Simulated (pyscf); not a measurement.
PySCF, gas phase, ωB97X-D3(BJ)/def2-SVP geometries.

Task: For H₃Si–AsH₂ + SiH₃• → AsH₂• + H₃Si–SiH₃, a substitution at Si (doublet surface; As–Si broken, Si–Si formed), PBE/def2-TZVP gives ΔE‡ = -1.1 kcal/mol and ΔE = -8.7 kcal/mol (zero: the separated reactants). In which direction and how far do B3LYP-D3(BJ)/def2-TZVP, PBE0-D3(BJ)/def2-TZVP, ωB97M-D3(BJ)/def2-TZVP move these?

Result: B3LYP-D3(BJ): ΔE‡ = 2.5 kcal/mol, ΔE = -10.1 kcal/mol; PBE0-D3(BJ): ΔE‡ = 0.6 kcal/mol, ΔE = -9.3 kcal/mol; ωB97M-D3(BJ): ΔE‡ = 5.6 kcal/mol, ΔE = -11.6 kcal/mol. PBE's barrier lies under all of them, by 1.7 to 6.6 kcal/mol. Its reaction energy lies over all of them, by 0.6 to 2.9 kcal/mol. At PBE this geometry lies under the reactants; that is no barrier but a single point on another level's saddle; such a level's own saddle, if it has one, lies nearer that side and is low. This is the saddle that the search found; another between the same sides may lie lower. The angle at the attacked Si is 178°. Elements up to Kr have no core potential and no relativistic terms here.
